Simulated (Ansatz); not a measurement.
# BH₃F (doublet): the correlation ladder at distance B1–H4 along a hydrogen transfer = 1.194 Å, cc-pVDZ

The task here is to estimate one member of a computed series from the others.

The runs use Ansatz 0.2.0, Gaussian basis; cc-pVDZ, core rule «outside noble gas», up to 2 orbitals frozen.

The runs, in order: UHF; CCSD(T) on ROHF; CCSD(T) on UHF; BCCD(T) on ROHF; CISD; CCSDT(Q) on ROHF; CCSDT(Q) on UHF; CASSCF and MRCISD+Q, 3 electrons in 3 orbitals; CASSCF and NEVPT2, 3 electrons in 3 orbitals.

14 further runs of the same task are left out: 9 for a known fault of the program, 4 that didn't finish, 1 set aside as unsound or not needed.

## The system

The geometry derives from fragments relaxed apart (PBE0/def2-TZVP) and kept rigid, so it is no stationary point. A hydrogen atom is moved between rigid fragments.

5 atoms, charge 0, spin multiplicity 2.

Atoms are counted from 1 here; the program's logs count them from 0.

Bond lengths: B1–H2 1.193 Å, B1–H3 1.193 Å, B1–H4 1.193 Å. Angles: H2–B1–H3 120.0°, H2–B1–H4 120.0°, H3–B1–H4 120.0°.

Geometry (Å):

| atom | x (Å) | y (Å) | z (Å) |
| --- | --- | --- | --- |
| B1 | -1.39914 | 0.00000 | 0.00000 |
| H2 | -1.99587 | 1.03357 | 0.00000 |
| H3 | -1.99587 | -1.03357 | 0.00000 |
| H4 | -0.20567 | 0.00000 | 0.00000 |
| F5 | 1.01886 | 0.00000 | 0.00000 |

The first run:

Input file in.yaml:

```yaml
crystal:
  periodic: [false, false, false]
  atoms:
    - {symbol: B, position_ang: [-1.399136, 0.000000, 0.000000]}
    - {symbol: H, position_ang: [-1.995869, 1.033571, 0.000000]}
    - {symbol: H, position_ang: [-1.995869, -1.033571, 0.000000]}
    - {symbol: H, position_ang: [-0.205670, 0.000000, 0.000000]}
    - {symbol: F, position_ang: [1.018864, 0.000000, 0.000000]}
basis:
  gaussian: {orbitals: cc-pVDZ}
magnetization: {spin_polarized: true, initial_magnetization: 1}
hamiltonian: {xc: hf}
output: {orbitals: {seedname: orbitals}}
```

The run is started by

```console
$ ansatz run in.yaml --threads 1 --pin off --events-out ev --progress --plain --max-ram 2393MiB
```

Steps of the session up to this table: UHF; CCSD(T) on ROHF; CCSD(T) on UHF; BCCD(T) on ROHF; CISD; CCSDT(Q) on ROHF; CCSDT(Q) on UHF; CASSCF and MRCISD+Q, 3 electrons in 3 orbitals; CASSCF and NEVPT2, 3 electrons in 3 orbitals.

One table of the session follows, with a row left open; its other results are not shown here.

```
     method  from UCCSDT(Q) (meV)
       ROHF               +8571.8
        UHF               +8278.9
       RMP2               +1022.9
       UMP2               +1069.8
       CISD                +784.2
      RCCSD                +161.2
      UCCSD                     ?
   RCCSD(T)                 +34.0
   UCCSD(T)                 +33.5
    BCCD(T)                 +34.0
     RCCSDT                 +15.1
     UCCSDT                 +14.2
  RCCSDT(Q)                  +0.3
  UCCSDT(Q)                     0
CASSCF pair               +7888.3
NEVPT2 pair                +941.9
```

**Question.** Estimate the row for UCCSD.

**Answer.** from UCCSDT(Q) (meV): +152.3. In the column «from UCCSDT(Q) (meV)» it lies between BCCD(T) (+34.0) and RCCSD (+161.2).

Not comparable, so not listed: CASSCF and MRCISD+Q, 3 electrons in 3 orbitals (they don't share determinant, frozen orbitals or solution with the rows shown, or repeat one).

To keep in mind: Restricted and unrestricted rows rest on different reference determinants; where their highest levels disagree by more than a few hundredths of an eV, they describe different states and don't form one ladder. Warnings in the runs' records: passed over end.
